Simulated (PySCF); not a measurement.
`C[S]` (CH3S) [radical] (doublet state). Level of theory: PySCF 2.14.0, PBE0-D3(BJ)/def2-SVP geometry optimisation, gas phase.

```
atom  x, y, z in Å
C1    -0.1245    0.0100    0.0142
S2     1.6617    0.0890    0.0016
H3    -0.4161   -0.6450   -0.8267
H4    -0.5174   -0.4417    0.9374
H5    -0.5864    0.9934   -0.1608
```

Question: What is the longest distance between nuclei?

Answer: S2···H4 and S2···H5, 2.430 Å down to 2.429 Å.

Question: Work out the bond lengths C1–S2, C1–H3, C1–H4, C1–H5 in bohr.

Answer: For C1–S2 the difference vector is (1.7862, 0.0790, -0.0126) Å, of length 1.7880 Å. 1 bohr = 0.529177 Å. C1–S2 3.379; C1–H3 2.088; C1–H4 2.079; C1–H5 2.080 bohr.

Question: What is the repulsion energy of the bare nuclei, Σ ZA·ZB/RAB?

Answer: 48.51 Eh over 10 pairs, with full nuclear charges and distances in bohr; the largest single term is 28.41 Eh (C1 with S2).

Question: What are the angles S2–C1–H3, H4–C1–H5, S2–C1–H4, H3–C1–H4, S2–C1–H5, H3–C1–H5?

Answer: From the scalar product of the two bond vectors; for S2–C1–H3 it is -0.5620 Å² over 1.7880 × 1.1051 Å², cos θ = -0.2844. S2–C1–H3 106.5°; H4–C1–H5 110.5°; S2–C1–H4 112.4°; H3–C1–H4 107.5°; S2–C1–H5 112.3°; H3–C1–H5 107.3°.

Question: Where is the centre of mass (commonest isotopes), and what is the radius of gyration?

Answer: Mass 46.996 u; centre at (1.066, 0.061, 0.004) Å; Rg = √(Σ m r²/M) = 0.913 Å. As Ia + Ib + Ic = 2 Σ m r², the three principal moments sum to 78.3 u·Å².

Question: How far apart are these pairs, which share no bond: S2···H3, H3···H4, H3···H5, H4···H5?

Answer: S2···H3 2.354 Å (2 bonds apart); H3···H4 1.779 Å (2 bonds apart); H3···H5 1.777 Å (2 bonds apart); H4···H5 1.808 Å (2 bonds apart).

PBE0-D3(BJ)/def2-SVP frequencies: not computed here. ⟨S²⟩ = 0.753 (exact for a doublet: 0.75).
